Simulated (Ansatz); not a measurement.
# One elementary step

Start structure (CH7Si, doublet), relaxed at PBE0-D4/def2-TZVP:

H1  (0.437, 0.084, 0.210)
Si2  (1.739, 0.292, 0.894)
C3  (-2.178, -0.365, -1.120)
H4  (1.715, 1.582, 1.630)
H5  (1.981, -0.817, 1.853)
H6  (2.832, 0.319, -0.111)
H7  (-2.008, -1.431, -1.091)
H8  (-1.842, 0.213, -1.969)
H9  (-2.677, 0.124, -0.297)
(Å)

The step: SiH₄ + CH₃ → SiH₃ + CH₄; bonds formed: H1–C3; bonds broken: H1–Si2. Program: Ansatz 0.2.0. Basis: def2-TZVPP and def2-QZVPP. Cores are frozen in the correlated methods; orbitals are unrestricted. Extrapolation: Hartree–Fock as exp(−7.88 √X), correlation as X^−2.97. Energies below are by CCSD(T) at an estimated basis limit (MP2 extrapolated from triple and quadruple zeta, plus CCSD(T) − MP2 in triple zeta).

Task: What are the electronic barrier and the energy of the step, from the start structure to the end structure? (An estimate is asked for; the value comes from the calculation.)

Result: Computed: Barrier 37.0 kJ/mol; step energy -65.5 kJ/mol (downhill); reverse barrier, their difference, 102.5 kJ/mol. Barrier and step energy count from the start structure, the reverse barrier from the end structure.

The saddle point: One imaginary mode of 792i cm⁻¹.
| pair | start (Å) | saddle (Å) | end (Å) |
| --- | --- | --- | --- |
| H1–C3 | 2.97 | 1.63 | 1.09 |
| H1–Si2 | 1.49 | 1.60 | 3.37 |

Zero-point energy (harmonic, PBE0-D4): ZPE is 160.8 kJ/mol at the start and 160.8 kJ/mol at the saddle, so the barrier goes from 37.0 to 36.9 kJ/mol.

The T1 diagnostic stays at or below 0.016. ⟨S²⟩ of the unrestricted Hartree–Fock references: 0.75 to 0.78 (a pure state has 0.75). The end structure is not quite a true minimum (one mode of 36i cm⁻¹).

Radical steps of this kind take place in plasma deposition and etching.

For scale, one of the runs: CCSD(T)/def2-TZVPP, 171 basis functions, launched by `ansatz run in.yaml --threads 2 --pin off --events-out ev --progress --plain --max-ram 4352MiB`. Time: 21 s of wall clock on 2 CPU threads of an AMD EPYC 9R45; the host was shared. Peak host memory: 3.4 GiB.
